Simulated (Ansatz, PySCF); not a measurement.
This PySCF input computes a PBE/def2-TZVPD energy:

```python
from pyscf import gto, scf, dft

mol = gto.M(
    atom='''
    C     0.15843431   -0.00360145    0.66878908
    Cl   -0.06875929    1.47284799   -0.15074332
    Cl   -0.03583858   -1.47140540   -0.17439705
    H     0.82755792   -0.00291530    1.51465181
    ''',
    basis='def2-tzvpd',
    charge=0,
    spin=1,
    verbose=4,
)

mf = dft.UKS(mol, xc='pbe').density_fit(auxbasis='def2-universal-jkfit')
mf.grids.level = 3
mf.conv_tol = 1e-9
mf.max_cycle = 100
mf.max_memory = 1500
mf.kernel()
if not mf.converged:
    mf = mf.newton()
    mf.kernel(mf.make_rdm1())
for _ in range(2):
    mo, _, stable, _ = mf.stability(return_status=True)
    if stable:
        break
    mf.kernel(mf.make_rdm1(mo, mf.mo_occ))
mf.analyze()
```

Q: Write an input for the same energy in Ansatz (an electronic-structure program) and say what it gives.

A: 
Ansatz 0.2 input:
```yaml
crystal:
  periodic: [false, false, false]
  atoms:
    - {symbol: C, position_ang: [0.15843431, -0.00360145, 0.66878908]}
    - {symbol: Cl, position_ang: [-0.06875929, 1.47284799, -0.15074332]}
    - {symbol: Cl, position_ang: [-0.03583858, -1.47140540, -0.17439705]}
    - {symbol: H, position_ang: [0.82755792, -0.00291530, 1.51465181]}
basis:
  gaussian:
    orbitals: def2-TZVPD
hamiltonian:
  xc: {name: PBE}
magnetization: {spin_polarized: true, initial_magnetization: 1}
output: {forces: true}
```
It gives -958.66652 Eh, and PySCF -958.66657 Eh, a difference of 0.05 mEh, from the treatment of integrals and grids.

It need not be the lowest isomer of its formula.
